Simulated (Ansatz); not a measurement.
Ansatz (a program for electronic structure) input (HF/3-21G): The .json file is the Basis Set Exchange's 3-21G.

Ansatz 0.2 input:
```yaml
crystal:
  periodic: [false, false, false]
  atoms:
    - {symbol: C, position_ang: [0.00338377, 0.10886783, 0.55856994]}
    - {symbol: C, position_ang: [-0.00493192, 1.40362732, -0.22443988]}
    - {symbol: C, position_ang: [0.00154860, -1.23332597, -0.22868881]}
    - {symbol: H, position_ang: [-0.86721713, 0.06866735, 1.23737251]}
    - {symbol: H, position_ang: [0.88297494, 0.07298702, 1.22592807]}
    - {symbol: H, position_ang: [0.00802955, -2.13036317, 0.42385519]}
    - {symbol: H, position_ang: [0.88047196, 1.44474346, -0.88717900]}
    - {symbol: H, position_ang: [-0.89911906, 1.44035123, -0.87554232]}
    - {symbol: H, position_ang: [-0.88326491, -1.28787415, -0.87278214]}
    - {symbol: H, position_ang: [0.87812193, -1.28352684, -0.88429978]}
basis:
  gaussian:
    orbitals: 3-21G.json
hamiltonian:
  xc: {name: HF}
total_charge: -1
relax: {f_tol: 0.003, max_steps: 120}
```

Q: What final total energy does it give?

A: -116.88574 Eh.
